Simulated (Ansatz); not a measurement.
A made-up structure of B2NH2 (charge -1), singlet:

B1  (-0.382, 0.353, -0.372)
B2  (0.588, -0.543, 0.573)
N3  (1.349, -1.246, 1.313)
H4  (-0.978, -0.098, -1.325)
H5  (1.863, -1.727, 2.051)
(Å)

It is relaxed with PBE-D4/def2-SVPD and then PBE0-D4/def2-TZVPD (Ansatz 0.2.0). Atoms count as bonded within 1.22 times the sum of their covalent radii (H–H: 0.88 Å). The end point is not checked to be a true minimum.

**Question.** Does its bonding change? (A judgement: the text doesn't fix the answer.)

**Answer.** The calculation gives: No: no bond forms or breaks.

Where it ends: The first stage lowers the energy by 0.27 eV in 11 steps. It ends as B₂NH₂ ([BH][B][NH]), total charge -1:
```json
{"atom": "B1", "x (Å)": "-0.2913", "y (Å)": "0.2532", "z (Å)": "-0.2899"}
{"atom": "B2", "x (Å)": "0.5748", "y (Å)": "-0.8279", "z (Å)": "0.5016"}
{"atom": "N3", "x (Å)": "1.3269", "y (Å)": "-1.6063", "z (Å)": "1.2486"}
{"atom": "H4", "x (Å)": "-0.9739", "y (Å)": "0.1385", "z (Å)": "-1.2745"}
{"atom": "H5", "x (Å)": "1.8050", "y (Å)": "-1.2187", "z (Å)": "2.0532"}
```

Labels in which every atom is bracketed show which atoms are joined, not bond orders.

For scale, one of the runs: PBE0-D4/def2-TZVPD relaxation, 129 basis functions, launched by `ansatz run in.yaml --threads 2 --pin off --events-out ev --progress --plain --max-ram 4352MiB`. The run took about 9.5 s on 2 CPU threads of an Arm Neoverse V2 (shared host).
